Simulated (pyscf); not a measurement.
**Four-centre exchange: PH₃ + H₂O → HO–PH₂ + H₂**

Gas phase, singlet surface, charge 0. Bonds broken: P1–H2, O5–H6. Bonds formed: P1–O5, H2–H6. Single points on ωB97X-D3(BJ)/def2-SVP structures (PySCF, gas phase).

Transition state (Å):

```xyz
7

P     -0.6632     0.4886     0.0771
H      0.6561    -0.6047     0.7099
H      0.4030     1.0726    -0.6557
H     -1.5808     0.6941    -1.0382
O     -0.7698    -1.3248    -0.6211
H      0.0866    -1.3938     0.0866
H     -1.5661    -1.7827    -0.2969
```

One imaginary mode, 1410i cm⁻¹; descent along it reached the two sides named.

```json
[
 {"bond": "P1–H2", "change": "breaks", "reactant side (Å)": "1.422", "saddle": "1.827", "product side": "3.9"},
 {"bond": "O5–H6", "change": "breaks", "reactant side (Å)": "0.965", "saddle": "1.113", "product side": "2.421"},
 {"bond": "P1–O5", "change": "forms", "reactant side (Å)": "3.0", "saddle": "1.946", "product side": "1.676"},
 {"bond": "H2–H6", "change": "forms", "reactant side (Å)": "3.0", "saddle": "1.156", "product side": "0.762"}
]
```

Electronic energies relative to the separated reactants (kcal/mol):

| level | barrier | reaction energy | reverse barrier |
|---|---|---|---|
| ωB97X-D3(BJ)/def2-TZVP | 68.8 | +7.8 | 61.0 |
| PBE/def2-TZVP | 58.8 | +8.6 | 50.1 |
| r²SCAN/def2-TZVP | 63.2 | +8.0 | 55.1 |
| B3LYP-D3(BJ)/def2-TZVP | 65.8 | +7.6 | 58.2 |
| PBE0-D3(BJ)/def2-TZVP | 64.4 | +9.4 | 55.0 |
| M06-2X/def2-TZVP | 68.4 | +6.6 | 61.8 |
| ωB97M-D3(BJ)/def2-TZVP | 67.2 | +8.1 | 59.1 |
| HF/def2-TZVP | 89.8 | +9.6 | 80.2 |

With ωB97M-D3(BJ)/def2-TZVP energies and thermal terms (ideal gas, 1 atm, RRHO with modes under 100 cm⁻¹ raised to 100, one conformer, R ln 2 for chiral ones without a mode under 150 cm⁻¹), in kcal/mol:

```
T (K)   ΔH‡    ΔG‡    ΔH    ΔG
-----  ----  -----  ----  ----
298    64.9   74.3  +5.6  +7.0
600    64.8   83.9  +6.4  +8.2
900    65.5   93.3  +7.2  +9.0
1200   66.5  102.4  +7.9  +9.4
```

The same reactants have a lower exit, to PH₃ + H₂O (barrier +56.6 kcal/mol at ωB97M-D3(BJ)/def2-TZVP, against +67.2 kcal/mol here). One saddle was located; it need not be the lowest between these sides.
